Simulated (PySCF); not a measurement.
**Worked example: entropy of an ideal gas**

H3Si, SMILES [SiH3] (connectivity only; charge and spin as stated), charge +1, multiplicity 1.

Geometry optimised at B3LYP-D3(BJ)/def2-TZVPD. The spin state was assumed, not searched. The isomer is the one that the SMILES or the coordinates give; other isomers of the formula were not compared.

PySCF 2.14.0 with B3LYP-D3(BJ)/def2-TZVPD gives the harmonic wavenumbers 840, 945, 945, 2270, 2350, 2350 cm⁻¹ and the rotational temperatures 7.4468, 7.4468, 3.7234 K. The molar mass is 31.11 g/mol, the symmetry number 6, the spin multiplicity 1.

Question: Work out the entropy at 298.15 K and 1 atm in the rigid-rotor, harmonic-oscillator model.

Answer: 
Translation (Sackur–Tetrode at 1 atm): S = R[1.5 ln M + 2.5 ln T − 1.16487] = 151.6 J/(mol K).
Rotation: q = (√π/σ) T^1.5/√(θA θB θC) = 106, S = R[ln q + 3/2] = 51.2 J/(mol K).
Vibration: with u = 1.4388 ν/T, each mode gives R[u/(e^u − 1) − ln(1 − e^−u)]:
```
ν (cm⁻¹)  modes     u  S (J/(mol K))
--------  -----  ----  -------------
840           1  4.05           0.74
945           2  4.56           0.98
```
The stiffer modes add less than 0.005 each. Sum 1.7 J/(mol K).
Spin: R ln 1 = 0.0 J/(mol K).
Total 204.6 J/(mol K); the program's own thermochemistry gives 204.6. Translation makes up 74 % and vibration 1 %. Anharmonicity, hindered rotation and orbital degeneracy are left out.
